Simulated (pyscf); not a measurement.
# Four-centre exchange: H₂N–SiH₂–NH₂ + hydrogen fluoride (HF) → ammonia (NH₃) + H₂N–SiH₂–F

Gas phase, singlet surface, charge 0. Bonds broken: N1–Si2, F10–H11. Bonds formed: N1–H11, Si2–F10. Optimised with ωB97X-D3(BJ)/def2-SVP in PySCF. MP2 and CC: frozen core, UHF for open shells. ΔMP2 is the change of the MP2 total energy from the triple- to the quadruple-zeta basis.

Transition state (Å):

```xyz
11

N     -2.0898    -0.1854     1.1473
Si    -0.6385     0.9655     0.7726
N      0.0546     0.4221    -0.7331
H     -2.8582    -0.1496     0.4783
H     -1.8408    -1.1602     1.3129
H     -1.1980     2.2696     0.3445
H      0.4615     0.6196     1.7040
H     -0.2675     0.7256    -1.6444
H      0.7632    -0.2990    -0.8003
F     -1.5783     1.5036     2.5736
H     -2.1660     0.5254     2.1021
```

One imaginary mode, 667i cm⁻¹; descent along it reached the two sides named, in the forms told below.

```
bond     change  reactant side (Å)  saddle  product side
-------  ------  -----------------  ------  ------------
N1–Si2   breaks              1.776   1.890         2.019
F10–H11  breaks              0.952   1.235         2.266
N1–H11    forms              1.721   1.193         1.022
Si2–F10   forms                3.1   2.102         1.707
```

Electronic energies relative to the separated reactants (kJ/mol):

```csv
level,barrier,reaction energy,reverse barrier
ωB97X-D3(BJ)/def2-TZVP,21.8,-95.2,117.0
PBE/def2-TZVP,3.4,-98.9,102.3
r²SCAN/def2-TZVP,11.2,-101.3,112.5
B3LYP-D3(BJ)/def2-TZVP,20.9,-99.8,120.8
PBE0-D3(BJ)/def2-TZVP,14.4,-93.0,107.3
M06-2X/def2-TZVP,25.6,-95.9,121.5
ωB97M-D3(BJ)/def2-TZVP,21.3,-97.9,119.2
HF/def2-TZVP,89.3,-106.0,195.3
MP2/def2-QZVPP,32.7,-91.3,123.9
CCSD/def2-TZVPP,45.2,-94.9,140.1
CCSD(T)/def2-TZVPP,35.8,-93.9,129.7
CCSD(T)/def2-TZVPP + ΔMP2(QZVPP),36.6,-93.2,129.8
```

With CCSD(T)/def2-TZVPP + ΔMP2(QZVPP) energies and thermal terms (ideal gas, 1 atm, RRHO with modes under 100 cm⁻¹ raised to 100, one conformer, R ln 2 for chiral ones without a mode under 150 cm⁻¹), in kJ/mol:

```json
[
 {"T (K)": "298", "ΔH‡": "35.6", "ΔG‡": "80.1", "ΔH": "-88.8", "ΔG": "-90.1"},
 {"T (K)": "600", "ΔH‡": "33.2", "ΔG‡": "126.3", "ΔH": "-92.4", "ΔG": "-90.1"},
 {"T (K)": "900", "ΔH‡": "33.2", "ΔG‡": "173.0", "ΔH": "-95.4", "ΔG": "-88.2"},
 {"T (K)": "1200", "ΔH‡": "34.4", "ΔG‡": "219.4", "ΔH": "-97.6", "ΔG": "-85.5"}
]
```

On the reactant side the descent ends in a bound adduct, 43.6 kJ/mol under the separated species and 65.5 kJ/mol under the saddle at ωB97X-D3(BJ)/def2-TZVP. On the product side the descent ends in an adduct with a N–Si contact, 52.0 kJ/mol over the separated species and 65.0 kJ/mol under the saddle at ωB97X-D3(BJ)/def2-TZVP. What is counted as broken (N–Si) persists as a longer contact in the product adduct; parting that adduct is a step of its own. One saddle was located; it need not be the lowest between these sides. The CCSD(T) − MP2 part came from Ansatz, without density fitting, on the same reference.
